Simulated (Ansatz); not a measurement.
**CS (singlet): from Hartree-Fock to the top rungs, 6-31G***

Aim: climb from Hartree-Fock through coupled cluster and multireference methods for CS (singlet) at one geometry and basis, and see what each rung misses.

The runs use Ansatz 0.2.0, Gaussian basis; 6-31G*, core rule «outside noble gas», up to 6 orbitals frozen.

The runs, in order: UHF; CCSD(T) on RHF; BCCD(T) on RHF; CISD; CCSDT(Q) on RHF; CISDTQ; CCSDTQ on RHF; CASSCF and MRCISD+Q, 10 electrons in 8 orbitals; CASSCF and NEVPT2, 10 electrons in 8 orbitals.

9 further runs of the same task are left out: 9 set aside as unsound or not needed.

**1. What is computed**

The geometry is an MP2(full)/6-31G* stationary point (not a proven minimum).

2 atoms, charge 0, spin multiplicity 1.

Atoms are counted from 1 here; the program's logs count them from 0.

Bond lengths: C1–S2 1.545 Å.

**2. UHF**

Contents of in.yaml:

```yaml
crystal:
  periodic: [false, false, false]
  atoms:
    - {symbol: C, position_ang: [0.000000, 0.000000, 0.000000]}
    - {symbol: S, position_ang: [0.000000, 0.000000, 1.544650]}
basis:
  gaussian: {orbitals: "6-31G*"}
magnetization: {spin_polarized: true, initial_magnetization: 0}
hamiltonian: {xc: hf}
output: {orbitals: {seedname: orbitals}}
```

Launch:

```
$ ansatz run in.yaml --threads 1 --pin off --events-out ev --progress --plain --max-ram 3956MiB --backend cpu
```

Further steps of the session: CCSD(T) on RHF; BCCD(T) on RHF; CISD; CCSDT(Q) on RHF; CISDTQ; CCSDTQ on RHF; CASSCF and MRCISD+Q, 10 electrons in 8 orbitals; CASSCF and NEVPT2, 10 electrons in 8 orbitals.

Before running them: what should the planned runs give, taken together? Wanted: RCCSDTQ below the RHF energy; RMP2 from RCCSDTQ; RCCSD from RCCSDTQ; RCCSD(T) from RCCSDTQ; RCCSDT(Q) from RCCSDTQ; NEVPT2 valence from RCCSDTQ; MRCISD+Q valence from RCCSDTQ; T1 diagnostic; effectively unpaired electrons.

The runs gave:

| quantity | value |
| --- | --- |
| RCCSDTQ below the RHF energy | -7.4054 eV |
| RMP2 from RCCSDTQ | +900.5 meV |
| RCCSD from RCCSDTQ | +444.6 meV |
| RCCSD(T) from RCCSDTQ | +45.6 meV |
| RCCSDT(Q) from RCCSDTQ | -2.4 meV |
| NEVPT2 valence from RCCSDTQ | +900.8 meV |
| MRCISD+Q valence from RCCSDTQ | +7.3 meV |
| levels within 1 kcal/mol (43 meV) | BCCD(T), RCCSDT, RCCSDT(Q), MRCISD+Q valence |
| T1 diagnostic | 0.028 |
| effectively unpaired electrons | 0.08 |

**Reading.** RCCSD(T) lands +45.6 meV from the yardstick (0.6 % of the correlation energy). One determinant dominates. Of the multireference levels listed MRCISD+Q valence comes nearest in total energy (+7.3 meV), which doesn't show that its space is the better one. These misses are within one basis, not against nature.
